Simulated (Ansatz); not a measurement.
# CH4O: the cost of one run

Program: Ansatz 0.2.0. Level of theory: the levels named in each step. These are calculated values, not measurements.

### 1 The system as given

Bond lengths: C1–O2 1.406 Å, C1–H3 1.095 Å, C1–H4 1.089 Å, C1–H5 1.096 Å, O2–H6 0.963 Å. Angles: C1–O2–H6 109.0°, O2–C1–H3 111.7°, O2–C1–H4 106.5°, O2–C1–H5 111.7°, H3–C1–H4 109.0°, H3–C1–H5 109.0°, H4–C1–H5 108.9°.

As a file:

```xyz
6

C    -0.6632    0.2072    0.1950
O     0.6079   -0.2335   -0.2149
H    -0.7990    0.1015    1.2768
H    -1.3887   -0.4232   -0.3159
H    -0.8395    1.2517   -0.0855
H     1.2805    0.3079    0.2112
```

### 2 A rough first relaxation, PBE-D4/def2-SVP

This run stands in another session on the same molecule. It ended at:

```xyz
6

C    -0.6434    0.2042    0.1910
O     0.6265   -0.2458   -0.2286
H    -0.8153    0.1032    1.2916
H    -1.4038   -0.4247   -0.3158
H    -0.8586    1.2661   -0.0866
H     1.2925    0.3087    0.2151
```

### 3 Relaxation, PBE0-D4/def2-TZVPP

This run stands in another session on the same molecule. It ended at:

```xyz
6

C    -0.6560    0.2077    0.1941
O     0.6167   -0.2334   -0.2189
H    -0.8044    0.1020    1.2752
H    -1.3912   -0.4186   -0.3106
H    -0.8481    1.2501   -0.0858
H     1.2809    0.3039    0.2127
```

### 4 Frequencies, PBE0-D4/def2-TZVPP

Contents of input.yaml:

```yaml
crystal:
  periodic: [false, false, false]
  atoms:
    - { symbol: C, position_ang: [-0.65600712, 0.20773468, 0.1941322] }
    - { symbol: O, position_ang: [0.61674655, -0.23338589, -0.21889247] }
    - { symbol: H, position_ang: [-0.80439144, 0.10196004, 1.27516943] }
    - { symbol: H, position_ang: [-1.3911904, -0.41860808, -0.31064472] }
    - { symbol: H, position_ang: [-0.84811802, 1.25011779, -0.0858252] }
    - { symbol: H, position_ang: [1.28092044, 0.30385145, 0.21273077] }
basis:
  gaussian: { orbitals: def2-TZVPP }
hamiltonian:
  xc: pbe0
  dispersion: d4
phonons: {}
```

Command:

```console
$ ansatz run input.yaml --threads 4 --pin off --max-ram 10240MiB --backend cpu --events-out ev --progress --plain --runs-dir out
```

**Question.** How long does this run take on 4 threads of Intel Xeon at 2.50GHz (Skylake/Cascade Lake), shared host, and how much memory does it need?

About 34 s, with a peak of 0.17 GiB.
